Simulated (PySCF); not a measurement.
## Redox energetics: methylamidogen

Molecule: `C[NH]` (CH4N•, doublet). Non-hydrogen atoms are numbered in `[CH3:1][NH:2]`.

Energies: frozen-core CCSD(T)/ma-def2-TZVP (PySCF, unrestricted reference for open shells) on PBE0-D3(BJ)/ma-def2-SVP structures. Zero-point and thermal terms (298.15 K, 1 bar) come from unscaled PBE0-D3(BJ)/ma-def2-SVP harmonic frequencies, with soft modes damped to free rotors in the entropy.

Frontier levels of the parent (Hartree-Fock reference): HOMO -11.38 eV, LUMO 1.24 eV.

Vertical ionisation energy to the singlet cation: 10.44 eV. The product does not keep its bonds on relaxation, so no adiabatic value is given.

Oxidation to the triplet cation:
```
Vertical ionisation energy (electronic)              : 10.46 eV
Adiabatic ionisation energy (with zero-point energy) : 9.65 eV
Adiabatic, electronic part                           : 9.73 eV
Vertical gap at the product's structure              : 8.67 eV
Inner reorganisation energy (four-point)             : 1786 meV
Relaxation of product / of parent                    : 728 / 1058 meV
⟨S²⟩ of the product                                  : 2.031
Largest spin populations                             : N2 2.00, C1 -0.17, H (on C1) 0.09, H (on C1) 0.09
Largest changes of atomic charge                     : N2 0.57, H (on N2) 0.16, H (on C1) 0.11, H (on C1) 0.11
Distances that move most (Å)                         : C1–N2 1.425 → 1.359; C1–H 1.100 → 1.114; C1–H 1.110 → 1.117; C1–H 1.110 → 1.117
```

Reduction to the singlet anion:
| Property | Result |
| --- | --- |
| Vertical electron affinity (electronic) | 0.11 eV |
| Adiabatic electron affinity (with zero-point energy) | 0.23 eV |
| Adiabatic, electronic part | 0.18 eV |
| Vertical gap at the product's structure | 0.32 eV |
| Inner reorganisation energy (four-point) | 211 meV |
| Relaxation of product / of parent | 65 / 146 meV |
| Largest changes of atomic charge | N2 -0.67, H (on C1) -0.13, H (on C1) -0.13, C1 0.10 |
| Distances that move most (Å) | C1–H 1.110 → 1.144; C1–H 1.110 → 1.143; C1–H 1.100 → 1.115; C1–N2 1.425 → 1.416 |

Vertical electron affinity to the triplet anion: -0.98 eV. This state was not relaxed. The value is negative, so the extra electron is not bound, and the number hangs on the basis.

Against the Active Thermochemical Tables (version 1.112): electron affinity to the singlet anion 0.43 (computed 0.23, error -0.20) eV.

Measured values (NIST Chemistry WebBook, evaluated or the median of agreeing entries): adiabatic electron affinity 0.50 eV (computed 0.23, difference -0.27).

Run with `OMP_NUM_THREADS=1 python redox_run.py task.json out` on 1 thread of Arm Neoverse V1, a shared host. The single points of this level: 13 min of wall time.
